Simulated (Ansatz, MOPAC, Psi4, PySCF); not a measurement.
Species: Si2H5, charge 0, multiplicity 2. SMILES: [SiH2][SiH3]
Geometry: optimised at B3LYP-D3(BJ)/def2-TZVP (Ansatz, an electronic-structure program).

Property: enthalpy of formation at 298 K, in kcal/mol. Conventions: 6-311+G** with 5d, 6d on Na to Ar in Ansatz; PM7 with its own dispersion and hydrogen-bond terms; 6-31G* and kin with 6d, 5d where marked; non-relativistic; valence correlation only; spin-orbit terms left out; UHF or UKS for open shells; no dispersion term unless named. CBS(X,Y): correlation extrapolated as X^-3; Hartree-Fock from the larger set. [CCSD(T)-MP2]/basis is that difference in the basis named. First-principles rows: single points at B3LYP-D3(BJ) geometries (Ansatz), with unscaled harmonic terms from B3LYP/6-31G* at its own minima, enthalpies of formation by atomisation with measured atoms. Semi-empirical rows: MOPAC heats of formation at their own minima for 298 K.

Coupled cluster (Ansatz) is a level with limits of its own, used here on species with T1 under 0.025 (0.045 for open shells) and stable references: RI-MP2/CBS(def2-TZVPPD,def2-QZVPPD)+[CCSD(T)-MP2]/def2-TZVPPD.

Value to compare with, RI-MP2/CBS(def2-TZVPPD,def2-QZVPPD)+[CCSD(T)-MP2]/def2-TZVPPD (Ansatz): 50.8 kcal/mol.

```
level                            program  enthalpy of formation at 298 K (kcal/mol)  difference
------------------------  --------------  -----------------------------------------  ----------
PM7                                MOPAC                                       30.7       -20.1
MNDO                               MOPAC                                       42.2        -8.6
HF/3-21G                          Ansatz                                      199.6       148.8
SVWN5/6-31G*                      Ansatz                                       13.8       -37.0
PBE/STO-3G                        Ansatz                                     -133.7      -184.5
BP86/def2-SVP                      PySCF                                       50.1        -0.7
B3LYP/STO-3G                      Ansatz                                     -129.5      -180.3
B3LYP/3-21G                       Ansatz                                       81.0        30.2
B3LYP/6-31G*                      Ansatz                                       59.6         8.8
B3LYP/6-31+G*                     Ansatz                                       59.2         8.4
B3LYP/cc-pVDZ                     Ansatz                                       65.3        14.5
M06-2X/6-311+G**                   PySCF                                       58.4         7.6
wB97X-D/6-31G*                      Psi4                                       54.6         3.8
B3PW91/6-31G* (5d)                 PySCF                                       60.9        10.1
wB97X-V/def2-TZVPD                Ansatz                                       46.6        -4.2
B2PLYP-D3(BJ)/def2-TZVPD  Ansatz + dftd3                                       57.5         6.7
```

Among the 14 habitual levels, PBE/STO-3G lies farthest from RI-MP2/CBS(def2-TZVPPD,def2-QZVPPD)+[CCSD(T)-MP2]/def2-TZVPPD (Ansatz) (-184.5 kcal/mol) and BP86/def2-SVP nearest (-0.7); 8 of 14 lie above it, and their mean absolute difference is 47.4 kcal/mol, the median 12.3. One case shows no general order.

The levels are drawn from those run, B3LYP/6-31G* more often than the rest, none by its result; runs whose electronic state is in doubt are left out.
